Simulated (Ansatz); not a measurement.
# Scan of [CH3···H···H], doublet

Starting geometry:

```xyz
6

C    -0.1377    0.0000    0.0000
H    -0.5009    1.0273    0.0000
H    -0.5009   -0.5137    0.8897
H    -0.5009   -0.5137   -0.8897
H     0.9519    0.0000    0.0000
H     2.1913    0.0000    0.0000
```

From there H5 is moved from one fragment to the other while all else, the fragments' distance too, stays fixed; atoms are numbered as listed. Energies are in eV, counted from the starting geometry at the same level.

Basis 6-31G; Ansatz 0.2.0. Correlated methods freeze the noble-gas cores. R marks a restricted (for open shells ROHF) determinant, U an unrestricted one. Active spaces: valence = (9e, 9o) chosen from the atoms' valence shells.

Runs in a small pair space aren't shown, since their orbitals change along the scan.

Full CI is exact within this basis and frozen core; it isn't the basis-set limit. The frozen core follows each run's orbitals, which can shift R against U totals by a few meV.

```
distance C1-H5 (Å)  full CI  unpaired electrons (full CI)  error UHF  error RMP2  error UMP2  error UCCSD(T)  error BCCD(T)  error MRCISD (valence space)
             1.013    0.115                          1.02     -0.065      -0.023      -0.021          -0.001         -0.001                        -0.001
             1.090    0.000                          1.02      0.000       0.000       0.000           0.000          0.000                         0.000
             1.160    0.053                          1.02      0.059       0.028       0.028           0.001          0.001                         0.001
             1.231    0.176                          1.03      0.113       0.063       0.066           0.002          0.002                         0.002
             1.301    0.304                          1.03      0.150       0.090       0.110           0.003          0.002                         0.002
             1.372    0.392                          1.03      0.159       0.106       0.147           0.003          0.003                         0.003
             1.443    0.422                          1.03      0.139       0.163       0.160           0.004          0.003                         0.005
             1.513    0.415                          1.03      0.096       0.172       0.152           0.003          0.002                         0.006
             1.584    0.432                          1.02      0.041       0.153       0.134           0.002          0.002                         0.008
```

Unpaired electrons are Σ n²(2−n)² over natural occupations. Errors are those of relative energies. In total energy the starting point itself misses full CI by: UHF 3.329, RMP2 0.603, UMP2 0.597, UCCSD(T) 0.009, BCCD(T) 0.009, MRCISD (valence space) 0.022 eV.

Spread of the error over the points with a reference, to 1.584 Å (largest less smallest): BCCD(T) 0.003, UCCSD(T) 0.004, MRCISD (valence space) 0.009, UMP2 0.181, RMP2 0.195, UHF 0.224 eV.
